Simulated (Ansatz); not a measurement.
# SiH₄O + SiH₄: a complex and its separated parts

The complex below is one end of an elementary step. How strongly is it bound against its free parts?

The runs use Ansatz 0.2.0, Gaussian basis; PBE0-D4/def2-TZVP structures, single points in def2-TZVPP, no counterpoise correction.

Levels: SPW92, PBE-D4, BLYP-D4, r2SCAN-D4, B97M-V, PBE0-D4, B3LYP-D4, r2SCAN0-D4, BHLYP-D4, CAM-B3LYP-D4, wB97X-V, wB97M-V, B2PLYP, PBE-QIDH, RPA on PBE, Hartree-Fock, MP2, CCSD, CCSD(T).

Cores are frozen in the correlated methods. B3LYP uses VWN-RPA correlation. B2PLYP carries no dispersion term here.

94 further runs of the same task are left out: 94 set aside as unsound or not needed.

## 1. The starting structure

The complex: 11 atoms, charge 0, spin multiplicity 1.

Atoms are counted from 1 here; the program's logs count them from 0.

Bond lengths: Si1–O2 1.647 Å, Si1–H3 1.489 Å, Si1–H4 1.482 Å, Si1–H5 1.489 Å, O2–H8 0.958 Å, H6–Si7 1.485 Å, Si7–H9 1.486 Å, Si7–H10 1.485 Å, Si7–H11 1.484 Å. Angles: O2–Si1–H3 111.8°, O2–Si1–H4 105.9°, O2–Si1–H5 111.6°, H3–Si1–H4 109.8°, H3–Si1–H5 108.0°, H4–Si1–H5 109.7°, Si1–O2–H8 117.9°, H6–Si7–H9 109.5°, H6–Si7–H10 109.5°, H6–Si7–H11 109.6°, H9–Si7–H10 109.3°, H9–Si7–H11 109.4°, H10–Si7–H11 109.5°.

As a file:

```xyz
11

Si   -0.1822    1.4048   -1.1124
O    -0.1154    2.2086    0.3240
H     1.1379    0.8265   -1.4847
H    -1.1703    0.3172   -0.9230
H    -0.6240    2.2963   -2.2201
H     0.7129   -0.6856    1.3129
Si    0.0920   -1.9985    1.0042
H     0.4896    2.9474    0.3959
H     0.6641   -3.0393    1.8968
H     0.3706   -2.3586   -0.4096
H    -1.3752   -1.9188    1.2160
```

Its parts: SiH₄O holds atoms 1, 2, 3, 4, 5, 8; SiH₄ holds atoms 6, 7, 9, 10, 11. Each part counts its atoms afresh in its own runs.

## 2. Relaxing SiH₄O alone

relax-a/in.yaml

```yaml
crystal:
  periodic: [false, false, false]
  atoms:
    - {symbol: Si, position_ang: [-0.182237, 1.404783, -1.112439]}
    - {symbol: O, position_ang: [-0.115447, 2.208599, 0.324008]}
    - {symbol: H, position_ang: [1.137915, 0.826456, -1.484723]}
    - {symbol: H, position_ang: [-1.170281, 0.317164, -0.922997]}
    - {symbol: H, position_ang: [-0.623971, 2.296323, -2.220076]}
    - {symbol: H, position_ang: [0.489565, 2.947447, 0.395940]}
basis:
  gaussian: {orbitals: def2-TZVP}
hamiltonian: {xc: pbe0, dispersion: d4}
relax: {f_tol: 0.005, max_steps: 200}
```

Started as:

```bash
$ ansatz run in.yaml --threads 4 --pin off --events-out ev --progress --plain --max-ram 9574MiB
```

The runs that follow: Relaxing SiH₄ alone; SPW92/def2-TZVPP; PBE-D4/def2-TZVPP; BLYP-D4/def2-TZVPP; r2SCAN-D4/def2-TZVPP; B97M-V/def2-TZVPP; PBE0-D4/def2-TZVPP; B3LYP-D4/def2-TZVPP; r2SCAN0-D4/def2-TZVPP; BHLYP-D4/def2-TZVPP; CAM-B3LYP-D4/def2-TZVPP; wB97X-V/def2-TZVPP; wB97M-V/def2-TZVPP; B2PLYP/def2-TZVPP; PBE-QIDH/def2-TZVPP; RPA on PBE/def2-TZVPP; CCSD(T)/def2-TZVPP; Vibrations of SiH₄O; Vibrations of SiH₄.

What does the calculation give? Wanted: complex less parts, CCSD(T)/def2-TZVPP; with zero-point energy; largest T1 diagnostic.

**Answer**, as computed:

| quantity | value |
| --- | --- |
| complex less parts, CCSD(T)/def2-TZVPP | -0.82 kcal/mol |
| with zero-point energy | -0.22 kcal/mol |
| largest T1 diagnostic | 0.011 |

In words: At CCSD(T) the complex lies 0.82 kcal/mol below its parts. Among the functionals r2SCAN-D4 lands nearest to CCSD(T) (-0.20 kcal/mol) and SPW92 farthest (-1.27 kcal/mol). Mean unsigned error by rung: LDA 1.27, GGA 0.48, meta-GGA 0.23, hybrid 0.42, range-separated hybrid 0.30, double hybrid 0.64 kcal/mol. PBE-D4 gives a relative energy 0.66 kcal/mol too low, an error of 80 % of the reference. No counterpoise was applied, and triple zeta lacks some correlation, so the CCSD(T) reference has a basis error of its own, and close matches with it are partly luck.
